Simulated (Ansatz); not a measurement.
# CH₂Si (triplet): wave-function methods side by side, 6-31G

How much of the correlation energy of CH₂Si (triplet) does each wave-function method recover here?

Program: Ansatz 0.2.0, Gaussian basis. Level of theory: 6-31G, core rule «outside noble gas», up to 6 orbitals frozen. These are calculated values, not measurements.

To be run: UHF; CCSD(T) on ROHF; CCSD(T) on UHF; BCCD(T) on ROHF; CISD; CCSDT(Q) on ROHF; CCSDT(Q) on UHF; CISDTQ; CCSDTQ on ROHF; CCSDTQ on UHF; CASSCF and MRCISD+Q, 10 electrons in 10 orbitals; CASSCF and MRCISD+Q(relaxed), 10 electrons in 10 orbitals; CASSCF and NEVPT2, 10 electrons in 10 orbitals; Full CI.

5 further runs of the same task are left out: 1 for a known fault of the program, 4 set aside as unsound or not needed.

## 1. What is computed

The geometry is a PBE0/def2-TZVP stationary point (not a proven minimum).

4 atoms, charge 0, spin multiplicity 3.

Atoms are counted from 1 here; the program's logs count them from 0.

Bond lengths: Si1–C2 1.820 Å, Si1–H3 1.492 Å, Si1–H4 1.492 Å. Angles: C2–Si1–H3 125.7°, C2–Si1–H4 125.7°, H3–Si1–H4 108.7°.

## 2. UHF

in.yaml reads:

```yaml
crystal:
  periodic: [false, false, false]
  atoms:
    - {symbol: Si, position_ang: [0.000000, 0.000000, 0.477506]}
    - {symbol: C, position_ang: [0.000000, 0.000000, -1.342750]}
    - {symbol: H, position_ang: [0.000000, 1.212489, 1.347482]}
    - {symbol: H, position_ang: [0.000000, -1.212489, 1.347482]}
basis:
  gaussian: {orbitals: 6-31G}
magnetization: {spin_polarized: true, initial_magnetization: 2}
hamiltonian: {xc: hf}
output: {orbitals: {seedname: orbitals}}
```

On the command line:

```console
$ ansatz run in.yaml --threads 1 --pin off --events-out ev --progress --plain --max-ram 4096MiB --backend cpu
```

After this run come: CCSD(T) on ROHF; CCSD(T) on UHF; BCCD(T) on ROHF; CISD; CCSDT(Q) on ROHF; CCSDT(Q) on UHF; CISDTQ; CCSDTQ on ROHF; CCSDTQ on UHF; CASSCF and MRCISD+Q, 10 electrons in 10 orbitals; CASSCF and MRCISD+Q(relaxed), 10 electrons in 10 orbitals; CASSCF and NEVPT2, 10 electrons in 10 orbitals; Full CI.

Before running them: what should the planned runs give, taken together? Wanted: FCI below the RHF energy; RMP2 from FCI; UMP2 from FCI; RCCSD from FCI; RCCSD(T) from FCI; UCCSD(T) from FCI; RCCSDT(Q) from FCI; UCCSDT(Q) from FCI; NEVPT2 valence from FCI.

As calculated:

| quantity | value |
| --- | --- |
| FCI below the RHF energy | -4.3642 eV |
| RMP2 from FCI | +1248.0 meV |
| UMP2 from FCI | +1158.5 meV |
| RCCSD from FCI | +175.5 meV |
| RCCSD(T) from FCI | +45.3 meV |
| UCCSD(T) from FCI | +65.3 meV |
| RCCSDT(Q) from FCI | +1.1 meV |
| UCCSDT(Q) from FCI | +0.1 meV |
| NEVPT2 valence from FCI | +311.9 meV |
| MRCISD+Q valence from FCI | +15.7 meV |
| MRCISD+Q(relaxed) valence from FCI | -1.2 meV |
| levels within 1 kcal/mol (43 meV) | RCCSDT, UCCSDT, RCCSDT(Q), UCCSDT(Q), RCCSDTQ, UCCSDTQ, MRCISD+Q valence, MRCISD+Q(relaxed) valence |
| T1 diagnostic | 0.059 |
| effectively unpaired electrons | 2.38 |

In words: RCCSD(T) lands +45.3 meV from the yardstick (1.0 % of the correlation energy). CCSD(T) misses by +45.3 meV on the restricted determinant and by +65.3 meV on the unrestricted one; the two need not hold the same state or core. The occupations show some static correlation. Of the multireference levels listed MRCISD+Q(relaxed) valence comes nearest in total energy (-1.2 meV), which doesn't show that its space is the better one. Coupled cluster took another determinant than the lowest Hartree-Fock one. These misses are within one basis, not against nature; the frozen cores of restricted and unrestricted runs differ, which can shift their rows.
